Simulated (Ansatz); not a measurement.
**Si₂NH₅: a ladder of functionals and wavefunction methods**

Aim: compute Si₂NH₅ with functionals from several rungs and with coupled cluster. The yardstick is the atomisation energy at the CCSD(T) limit.

Computed with Ansatz 0.2.0, Gaussian basis. Level: functionals in def2-TZVPP, the program's frozen cores in correlated methods.

The runs, in order: LDA (SPW92), PBE-D4, revPBE-D4, BLYP-D4, r2SCAN-D4, B97M-V, PBE0-D4, B3LYP-D4, r2SCANh-D4, r2SCAN0-D4, HSE06-D4, BHLYP-D4, CAM-B3LYP-D4, LC-ωPBE, ωB97X-V, ωB97M-V, B2PLYP, PBE-QIDH; CCSD(T)/def2-SVP; CCSD(T)/def2-TZVPP; MP2/def2-QZVPP; extrapolation to the limit; RPA on PBE.

**1. The relaxed structure**

An earlier PBE0-D4 in a triple-zeta def2 set relaxation fixed the geometry.

8 atoms, charge 0, spin multiplicity 1.

Atoms are counted from 1 here; the program's logs count them from 0.

Bond lengths: N1–Si2 1.719 Å, N1–Si3 1.747 Å, N1–H4 1.011 Å, Si2–H5 1.538 Å, Si3–H6 1.484 Å, Si3–H7 1.484 Å, Si3–H8 1.489 Å. Angles: Si2–N1–Si3 126.1°, Si2–N1–H4 117.1°, Si3–N1–H4 116.8°, N1–Si2–H5 93.3°, N1–Si3–H6 110.7°, N1–Si3–H7 110.7°, N1–Si3–H8 108.2°, H6–Si3–H7 109.0°, H6–Si3–H8 109.2°, H7–Si3–H8 109.2°.

**2. LDA**

This LDA is Slater exchange with PW92 correlation.

Input file in.yaml:

```yaml
crystal:
  periodic: [false, false, false]
  atoms:
    - {symbol: N, position_ang: [-0.713588, 0.003786, -0.646674]}
    - {symbol: Si, position_ang: [-0.432426, 1.402134, -1.605403]}
    - {symbol: Si, position_ang: [0.274377, -0.546487, 0.685237]}
    - {symbol: H, position_ang: [-1.526092, -0.553569, -0.872471]}
    - {symbol: H, position_ang: [0.839671, 1.787570, -0.830814]}
    - {symbol: H, position_ang: [0.325400, 0.477909, 1.757298]}
    - {symbol: H, position_ang: [1.655823, -0.835443, 0.227706]}
    - {symbol: H, position_ang: [-0.330865, -1.793000, 1.229220]}
basis:
  gaussian: {orbitals: def2-TZVPP}
hamiltonian: {xc: lda}
output: {orbitals: {seedname: orbitals}}
```

On the command line:

```bash
> ansatz run in.yaml --threads 2 --pin off --events-out ev --progress --plain --max-ram 4352MiB
```

Further steps of the session: PBE-D4 (GGA); revPBE-D4 (GGA); BLYP-D4 (GGA); r2SCAN-D4 (meta-GGA); B97M-V (meta-GGA); B3LYP-D4 (hybrid); r2SCANh-D4 (hybrid); r2SCAN0-D4 (hybrid); HSE06-D4 (hybrid); BHLYP-D4 (hybrid); CAM-B3LYP-D4 (range-separated); LC-ωPBE (range-separated); ωB97X-V (range-separated); ωB97M-V (range-separated); B2PLYP (double hybrid); PBE-QIDH (double hybrid); CCSD(T) in def2-SVP; CCSD(T) in def2-TZVPP; MP2 in def2-QZVPP; RPA on PBE orbitals.

Before running them: what should the planned runs give, taken together? Wanted: atomisation energy, CCSD(T)/CBS; farthest beyond LDA; mean size of error, GGA; mean size of error, meta-GGA; mean size of error, hybrid; mean size of error, range-separated; mean size of error, double hybrid; gap, smallest and largest; T1 diagnostic.

**Answer**, as computed:

| quantity | value |
| --- | --- |
| atomisation energy, CCSD(T)/CBS | 2468.3 kJ/mol |
| functionals within 12.3 kJ/mol (0.5 %) | BLYP-D4, B97M-V, B3LYP-D4, CAM-B3LYP-D4 |
| farthest beyond LDA | r2SCAN0-D4 (-58.8 kJ/mol) |
| mean size of error, GGA | 23.8 kJ/mol |
| mean size of error, meta-GGA | 18.1 kJ/mol |
| mean size of error, hybrid | 39.6 kJ/mol |
| mean size of error, range-separated | 23.2 kJ/mol |
| mean size of error, double hybrid | 45.5 kJ/mol |
| gap, smallest and largest | 2.61 eV (LDA (SPW92)), 9.36 eV (LC-ωPBE) |
| T1 diagnostic | 0.0145 |
| triples share of the correlation energy | 3.7 % |

The LDA atomisation energy is off by 280.6 kJ/mol (11 %): it overbinds. PBE-D4 is off by -13.3 kJ/mol. Double hybrids carry the basis error of their MP2 part in triple zeta, and no dispersion term here, so their miss is partly the set-up's. By mean error the best rung here is meta-GGA (18.1 kJ/mol) and the worst beyond LDA is double hybrid (45.5 kJ/mol). The gap between the best rungs is small, so their order is not settled. Misses under about 12.3 kJ/mol are within the doubt on the reference itself, which lacks core-valence correlation, relativity and higher excitations. Hartree-Fock recovers 71 % of the binding; the rest is correlation. CCSD(T) in def2-SVP is off by -201.4 kJ/mol, more than most functionals: a good method in a small basis is no reference. The gap grows from 2.6 to 9.4 eV across the functionals, mostly with the share of exact exchange. The restricted reference is unstable towards a spin-broken one.
